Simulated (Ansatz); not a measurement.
```json
{"atom": "C", "x (Å)": "0.6700", "y (Å)": "0.7850", "z (Å)": "0.0000"}
{"atom": "C", "x (Å)": "-0.6700", "y (Å)": "0.7850", "z (Å)": "0.0000"}
{"atom": "C", "x (Å)": "-0.6700", "y (Å)": "-0.7850", "z (Å)": "0.0000"}
{"atom": "C", "x (Å)": "0.6700", "y (Å)": "-0.7850", "z (Å)": "0.0000"}
{"atom": "H", "x (Å)": "1.4407", "y (Å)": "1.5557", "z (Å)": "0.0000"}
{"atom": "H", "x (Å)": "-1.4407", "y (Å)": "1.5557", "z (Å)": "0.0000"}
{"atom": "H", "x (Å)": "-1.4407", "y (Å)": "-1.5557", "z (Å)": "0.0000"}
{"atom": "H", "x (Å)": "1.4407", "y (Å)": "-1.5557", "z (Å)": "0.0000"}
```

RHF on singlet C₄H₄ was run in several spherical basis sets with Ansatz (development build ahead of 0.2.0).

**Question.** Rank the basis sets by the total energy that they give, lowest first, with the distance from the lowest.
A. cc-pVDZ
B. def2-SVP
C. 6-31G(d)

**Answer.** A (0.00 eV), C (0.46 eV), B (3.46 eV).

Totals follow the description of the cores as much as that of the bonds, so this order isn't one of quality for chemistry.
